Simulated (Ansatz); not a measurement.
System: C$_{3}$H$_{5}$, charge 0, doublet. C3H5 (SMILES [C](=C)C, doublet).
B3LYP-D3(BJ)/def2-TZVP minimum from Ansatz (a quantum-chemistry and plane-wave program):
```xyz
8

C      1.3206     0.2440     0.0036
C      0.0250     0.3975    -0.0063
H      1.7758    -0.7501     0.0222
H      2.0084     1.0832    -0.0060
C     -1.2071    -0.3930    -0.0005
H     -0.9820    -1.4692     0.0181
H     -1.8216    -0.1633     0.8734
H     -1.8116    -0.1916    -0.8883
```
Charge 0, spin multiplicity 2.

Total energies in hartree (Ansatz). Radicals and triplets start from unrestricted determinants; spin-orbit coupling is neglected. Cores are frozen in correlated methods. No relativity. For partners of very few electrons the exact lower level stands in for a higher one. The UHF reference of C3H5 (C=[C]C, doublet) is spin-contaminated (<S^2> up to 0.16 over the pure value in the sets run).

| species | HF/cc-pVTZ | CCSD(T)/cc-pVTZ | HF/cc-pVQZ | CCSD(T)/cc-pVQZ | CCSD(T)/cc-pVDZ | CCSDT(Q)/cc-pVDZ |
|---|---|---|---|---|---|---|
| 1: C3H5 (SMILES C=[C]C, doublet) | -116.47640 | -117.00030 | -116.48391 | -117.03389 | -116.88025 | -116.88255 |
| 2: C (triplet) | -37.69157 | -37.78076 | -37.69331 | -37.78654 | -37.76038 | -37.76071 |
| 3: H (doublet) | -0.49981 | -0.49981 | -0.49995 | -0.49995 | -0.49928 | -0.49928 |

Problem. Work out the atomisation energy (electronic, to ground-state atoms) in kJ/mol: take Hartree-Fock from cc-pVQZ, extrapolate the CCSD(T) correlation energy as X^-3 (X = 3, 4), and add CCSDT(Q) - CCSD(T) in cc-pVDZ. 1 hartree = 2625.5 kJ/mol.

Solution. 
Species 1: correlation (64·(-0.54998) - 27·(-0.52390))/37 = -0.56901; step -0.00230; E1 = -116.48391 + (-0.56901) + (-0.00230) = -117.05522
Species 2: correlation (64·(-0.09323) - 27·(-0.08919))/37 = -0.09618; step -0.00033; E2 = -37.69331 + (-0.09618) + (-0.00033) = -37.78982
Species 3: correlation (64·(0.00000) - 27·(0.00000))/37 = 0.00000; step +0.00000; E3 = -0.49995 + (0.00000) + (+0.00000) = -0.49995
-1·E1 +3·E2 +5·E3 = 1.18601 hartree = 3113.9 kJ/mol.
